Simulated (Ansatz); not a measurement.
1T (CdI2-type) PtSe2, treated with r²SCAN (PAW; Ansatz, a quantum-chemistry and plane-wave program).

Numerical settings: plane-wave cutoff 600 eV, 24×24×16 k mesh (along the axes of the cell as run), Fermi–Dirac smearing 0.05 eV, scalar-relativistic PAW data made under PBE.

Cell (measured lattice):

```yaml
crystal:
  lattice:
    - [3.72700, 0.00000, 0.00000]
    - [-1.86350, 3.22768, 0.00000]
    - [0.00000, 0.00000, 5.08100]
  atoms:
    - { symbol: Pt, position: [0.00000, 0.00000, 0.00000] }
    - { symbol: Se, position: [0.33333, 0.66667, 0.25429] }
    - { symbol: Se, position: [0.66667, 0.33333, 0.74571] }
```

### Question
Give the computed elastic constant C11, Voigt–Reuss–Hill bulk modulus, elastic constant C12, polycrystal shear modulus (Hill average), elastic constant C13, elastic constant C33, elastic constant C44 and elastic constant C66.

### Answer

- elastic constant C11: 200 GPa
- Voigt–Reuss–Hill bulk modulus: 59.9 GPa
- elastic constant C12: 67.5 GPa
- polycrystal shear modulus (Hill average): 36.9 GPa
- elastic constant C13: 41.0 GPa
- elastic constant C33: 38.0 GPa
- elastic constant C44: 35.4 GPa
- elastic constant C66: 66.1 GPa

Note: the solid has no gap at this level, which affects its response; the cell isn't this level's own, so it is under some stress, which shifts stiffness and frequencies.

Elastic constants are with the ions relaxed.

Spin–orbit coupling is not included.

The computed numbers hold no vibrational or temperature effects.
